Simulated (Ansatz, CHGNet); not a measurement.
2H MoTe₂: properties by level of theory

Reference values: lattice constant a 3.518 Å (measured, 300 K, not corrected to a static lattice; as tabulated in arXiv:1605.07067); lattice parameter c 13.974 Å (measured, 300 K, no zero-point or thermal correction; as tabulated in arXiv:1605.07067).

| level (code) | lattice parameter a (Å) | lattice parameter c (Å) | enthalpy of formation (eV/atom) |
|---|---|---|---|
| CHGNet-r²SCAN | 3.560 | 14.817 | -0.349 |
| PBE (Ansatz) | 3.557 | 15.342 | ___ |
| r²SCAN (Ansatz) | ___ | 14.731 | ___ |

Q: Fill in the missing entries.

A: 
- PBE (Ansatz, an electronic-structure program), enthalpy of formation (eV/atom): -0.268
- r²SCAN (Ansatz), lattice parameter a (Å): 3.563
- r²SCAN (Ansatz), enthalpy of formation (eV/atom): -0.304

Differences from the reference values (errors of the level alone only where the reference is corrected to a static lattice):

```json
[
 {"level": "CHGNet-r²SCAN", "lattice constant a (%)": "+1.19", "lattice parameter c (%)": "+6.03"},
 {"level": "PBE", "lattice constant a (%)": "+1.11", "lattice parameter c (%)": "+9.79"},
 {"level": "r²SCAN", "lattice constant a (%)": "+1.28", "lattice parameter c (%)": "+5.42"}
]
```

Nearest: lattice constant a, not ranked (reference at room or unstated temperature); lattice parameter c, not ranked (reference at room or unstated temperature).

Machine-learned potentials (CHGNet-r²SCAN) are trained on DFT data: a solid inside that data is no test of them.

Caveats: an element that serves as reference has a cell well above its measured volume (r²SCAN); for a layered or molecular solid the relaxed cell lies over 5 % above the published volume, where the minimum can be shallow (PBE, r²SCAN); the cell comes from a level without a dispersion term, which matters for the spacing of layers, chains or molecules (PBE, r²SCAN). Ansatz's density-functional and Hartree–Fock values are scalar-relativistic unless marked +SOC, with PAW data made under PBE.

Differences are worked out from the printed values.

The computed numbers hold no vibrational or temperature effects.
